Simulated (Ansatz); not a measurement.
Si2H3⁻ (the lowest singlet isomer of a short search) was relaxed with PBE0-D4 (def2-TZVPD) in Ansatz in these states: charge -1 quintet, charge -1 singlet, charge -1 triplet. The geometries follow in no particular order.

A:

Cartesian coordinates in Å:
```
Si 0.696 0.900 -1.071
Si -0.304 -0.457 0.552
H 2.186 0.659 -0.807
H -1.289 -1.436 -0.075
H -1.289 0.334 1.401
```

B:

| atom | x (Å) | y (Å) | z (Å) |
| --- | --- | --- | --- |
| Si1 | 1.5618 | -0.4386 | 0.3232 |
| Si2 | -0.9042 | 0.2962 | -0.3113 |
| H3 | 2.9728 | -0.9058 | 0.8213 |
| H4 | -2.0233 | 0.1817 | 0.7071 |
| H5 | -1.6071 | 0.8665 | -1.5403 |

C:

```xyz
5

Si   -0.719    1.471    0.499
Si   -0.022   -0.381   -0.432
H     0.245    1.209    1.673
H     1.006   -1.390    0.019
H    -0.511   -0.909   -1.759
```

Problem. Judge from the bond lengths which geometry belongs to which state (an estimate).

Solution. A is the charge -1 triplet (Si1–Si2 2.340 Å, Si1–H3 1.532 Å, Si2–H5 1.523 Å); B is the charge -1 quintet (Si1–Si2 2.650 Å, Si1–H3 1.568 Å, Si2–H5 1.526 Å); C is the charge -1 singlet (Si1–Si2 2.187 Å, Si1–H3 1.542 Å, Si2–H5 1.509 Å).

At PBE0-D4/def2-TZVPD the highest occupied level of the charge -1 quintet lies above zero (up to 0.28 eV). It is a level of α spin, whose loss leaves a quartet; that state wasn't run at this geometry and level. The electron is either unbound and held by the finite basis, or the level is raised by self-interaction error. At PBE0-D4/def2-TZVPD a singlet lies 0.80 eV below the charge -1 triplet. At PBE0-D4/def2-TZVPD a singlet lies 3.08 eV below the charge -1 quintet. These are the stationary points nearest to one start from a short search; other shapes may lie lower in each state.
